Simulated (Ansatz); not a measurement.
Cl2 (chlorine): methods side by side

Cl2: 2 atoms, total charge 0, spin state singlet. SMILES: `ClCl`. Geometry: optimised at PBE0/def2-SVP.

```xyz
2

Cl    0.8640   -0.2877    0.4430
Cl   -0.8640    0.2877   -0.4430
```

Quantity: the dissociation energy of the Cl2–Cl1 bond into doublet Cl and doublet Cl (shapes relaxed at PBE0/def2-SVP, no zero-point term), in eV. The values are calculated.

```
               level                    kind  program  value (eV)  less CCSD(T)/def2-TZVPP
       HF/def2-TZVPP            Hartree–Fock   Ansatz        0.77                    -1.53
    SVWN5/def2-TZVPP                     LDA   Ansatz        3.58                    +1.28
     BLYP/def2-TZVPP                     GGA   Ansatz        2.52                    +0.22
   r2SCAN/def2-TZVPP                meta-GGA   Ansatz        2.56                    +0.26
    B3LYP/def2-TZVPP           global hybrid   Ansatz        2.40                    +0.10
CAM-B3LYP/def2-TZVPP  range-separated hybrid   Ansatz        2.35                    +0.05
   B2PLYP/def2-TZVPP           double hybrid   Ansatz        2.38                    +0.08
      MP2/def2-TZVPP     perturbation theory   Ansatz        2.48                    +0.18
  CCSD(T)/def2-TZVPP   coupled cluster or CI   Ansatz        2.30                     0.00
```

Differences are taken from CCSD(T)/def2-TZVPP for orientation; it has basis-set and higher-order errors of its own. The values span 0.77 to 3.58 eV. Hartree–Fock misses the correlation of the electron pair that is broken and comes out low. Measured bond enthalpies also hold zero-point and thermal terms, a few tenths of an eV less.
